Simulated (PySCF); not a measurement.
# Where the electron goes

Species: 1-fluoropentane, C5H11F.
Z-matrix (Å and degrees, GFN2-xTB geometry), rows numbered from 1:
```
C 
C   1  1.5238
C   2  1.5264  1  111.76
C   3  1.5281  2  112.14  1   178.81
C   4  1.5217  3  111.94  2   176.35
F   5  1.3755  4  110.55  3   -66.17
H   1  1.0879  2  110.56  3   -60.46
H   1  1.0874  2  110.57  3   179.41
H   1  1.0875  2  110.53  3    59.45
H   2  1.0921  1  109.34  3  -121.17
H   2  1.0926  1  109.40  3   121.22
H   3  1.0918  2  109.35  1   -60.24
H   3  1.0928  2  109.24  1    57.51
H   4  1.0916  3  110.21  2   -63.26
H   4  1.0920  3  109.63  2    55.71
H   5  1.0952  4  111.62  3   175.63
H   5  1.0951  4  111.64  3    52.13
```

Level of theory: TDDFT CAM-B3LYP/def2-SVPD, vertical, gas phase, core orbitals frozen in the response in PySCF.

Frontier orbitals with the atoms that hold most of them (Löwdin shares over 4%, at most four atoms; ? is withheld):

| orbital | ε (eV) | atoms |
| --- | --- | --- |
| LUMO+2 | 1.98 | H15 10%, H10 10%, H13 10%, H17 9% |
| LUMO+1 | 1.73 | C1 18%, C5 15%, H16 10%, H8 7% |
| LUMO | 1.43 | ? |
| HOMO | -10.33 | C3 16%, C5 15%, C4 15%, C2 14% |
| HOMO-1 | -10.69 | ? |
| HOMO-2 | -10.76 | C3 17%, C2 15%, C4 12%, H13 10% |
| HOMO-3 | -11.16 | C2 18%, F6 18%, C1 14%, C5 11% |

Q: Give the leading atoms of the HOMO-1.

A: C2 (bonded to 2 C and 2 H) 18%; C3 (bonded to 2 C and 2 H) 17%; H11 (bonded to C) 10%; H12 (bonded to C) 10%. By element: carbon 34% or more, hydrogen 20% or more.

Q: Give the leading atoms of the LUMO.

A: C1 (bonded to C and 3 H) 12%; C2 (bonded to 2 C and 2 H) 11%; C5 (bonded to C, F and 2 H) 11%; C4 (bonded to 2 C and 2 H) 11%.

Q: The HOMO–LUMO gap is 11.76 eV. Where does the response calculation put the lowest singlet, and from which orbitals?

A: S1 is at 8.80 eV (f = 0.016), 2.96 eV below the gap, made of HOMO→LUMO (87%). Without the coupling terms of the response equations the lowest excitation would equal the gap.

Next come S2 at 9.03 eV (f 0.0011), HOMO-1→LUMO (59%), HOMO-2→LUMO (21%); S3 at 9.09 eV (f 0.0068), HOMO-2→LUMO (30%), HOMO→LUMO+1 (29%), HOMO-1→LUMO (9%); S4 at 9.23 eV (f 0.0072), HOMO→LUMO+1 (40%), HOMO-2→LUMO (10%), HOMO-3→LUMO (10%); S5 at 9.40 eV (f 0.0011), HOMO-3→LUMO (32%), HOMO-2→LUMO (18%), HOMO-1→LUMO+1 (9%).

Löwdin shares depend on the basis, the more so with diffuse functions.

Hardware: an Arm Neoverse V2 with one thread (shared host). Cost: 41 s of wall time.

One conformer stands for the species.
